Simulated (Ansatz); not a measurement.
[CF3]+ (SMILES F[C+](F)F): the energy, rung by rung

[CF3]+: 4 atoms, total charge +1, spin state singlet. As SMILES, `F[C+](F)F`. Geometry: optimised at B3LYP/def2-SVP.

Quantity: the adiabatic electron affinity (to the doublet neutral, shapes relaxed at B3LYP/def2-SVP, no zero-point term), in eV. The values are calculated.

The electron affinity is E(neutral) − E(anion): positive where the electron is bound.

```csv
level,kind,program,value (eV),less CCSD(T)/def2-TZVPP,CPU time (all runs)
HF/def2-TZVPP,Hartree–Fock,Ansatz,8.75,-0.11,1.8 s
BLYP/def2-TZVPP,GGA,Ansatz,8.89,+0.03,3.6 s
PBE/def2-TZVPP,GGA,Ansatz,8.85,-0.01,3.6 s
r2SCAN/def2-TZVPP,meta-GGA,Ansatz,9.02,+0.16,7.6 s
B3LYP/def2-TZVPP,global hybrid,Ansatz,9.12,+0.26,4.5 s
PBE0-D4/def2-TZVPP,global hybrid,Ansatz,8.99,+0.13,4.1 s
CAM-B3LYP/def2-TZVPP,range-separated hybrid,Ansatz,9.16,+0.30,4.6 s
CCSD(T)/def2-TZVPP,coupled cluster or CI,Ansatz,8.86,0.00,1.9 min
```

CCSD(T)/def2-TZVPP is the highest level here, not the true value. The values span 8.75 to 9.16 eV. CPU times are rough (shared hosts, several kinds of processor): they show what a rung costs within a factor of a few.
